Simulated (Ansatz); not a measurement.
Input file:

```yaml
crystal:
  periodic: [false, false, false]
  atoms:
    - {symbol: Al, position_ang: [0.000000, 0.190946, 0.578271]}
    - {symbol: C, position_ang: [0.000000, -0.466402, -1.151524]}
    - {symbol: H, position_ang: [0.000000, 0.446249, -1.758061]}
basis:
  gaussian: {orbitals: 6-31G}
correlation: {method: fic_mrcisd_q, electrons: outside_noble_gas, active_space: {window: {electrons: 8, orbitals: 9}, shells: [{species: Al, l: s, shell: 3}, {species: Al, l: p, shell: 3}, {species: C, l: s, shell: 2}, {species: C, l: p, shell: 2}, {species: H, l: s, shell: 1}]}}
```

```sh
$ ansatz run in.yaml --threads 1 --pin off --events-out ev --progress --plain --max-ram 2393MiB
```

Log:

```
514 factors; integrals over basis functions are off by at most 1.8e-7 eV
mean field evaluation 1: about -7618.6027 eV, gradient 2.8e1 eV
mean field evaluation 2: about -7618.6043 eV, gradient 2.8e1 eV
mean field evaluation 4: about -7622.0875 eV, gradient 3.1e0 eV
mean field evaluation 8: about -7622.3196 eV, gradient 2.9e-1 eV
mean field evaluation 16: about -7622.3496 eV, gradient 4.2e-1 eV
mean field evaluation 32: about -7618.6027 eV, gradient 2.8e1 eV
mean field evaluation 64: about -7621.7033 eV, gradient 1.0e1 eV
mean field evaluation 96: about -7622.4670 eV, gradient 3.8e-1 eV
mean field evaluation 128: about -7622.4679 eV, gradient 1.4e-1 eV
mean field -7622.46891995 eV, -280.1205661133 hartree, gradient 2.3e-6 eV, S^2 0.000000; 10 other end points of the search recorded, 0 dependent functions left out; unrestricted orbitals would lower it
reference -7622.46891995 eV, -280.1205661133 hartree; 10, 10 occupied and 14, 14 virtual orbitals, 514 factors
state -7626.12317648 eV, -280.2548575638 hartree
contracted CI cycle   1: correlation 0.00000000 eV, 0.0000000000 hartree, residual 6.64e0 eV
contracted CI cycle   2: correlation -0.86378288 eV, -0.0317434354 hartree, residual 1.47e0 eV
contracted CI cycle   3: correlation -0.90237444 eV, -0.0331616492 hartree, residual 3.82e-1 eV
contracted CI cycle   4: correlation -0.90489512 eV, -0.0332542823 hartree, residual 1.12e-1 eV
contracted CI cycle   5: correlation -0.90510633 eV, -0.0332620442 hartree, residual 3.33e-2 eV
contracted CI cycle   6: correlation -0.90512678 eV, -0.0332627957 hartree, residual 9.41e-3 eV
contracted CI cycle   7: correlation -0.90512860 eV, -0.0332628626 hartree, residual 2.89e-3 eV
contracted CI cycle   8: correlation -0.90512876 eV, -0.0332628686 hartree, residual 8.70e-4 eV
state -7626.12317648 eV, -280.2548575638 hartree; corrected -7627.04846831 eV, -280.2888614114 hartree
Total energy: -7627.04846831 eV, -280.2888614114 hartree
Checks for a lower state left out: starts, orbital_swaps
```

Natural occupations: 1.9773 1.9586 1.8452 1.7134 0.2846 0.1506 0.0323 0.0230 0.0151.

For the same geometry and basis full CI lies 22.3 meV lower.

Ran on 1 thread of Arm Neoverse V1, shared host: 4.6 s wall, 0.31 GiB peak host memory.
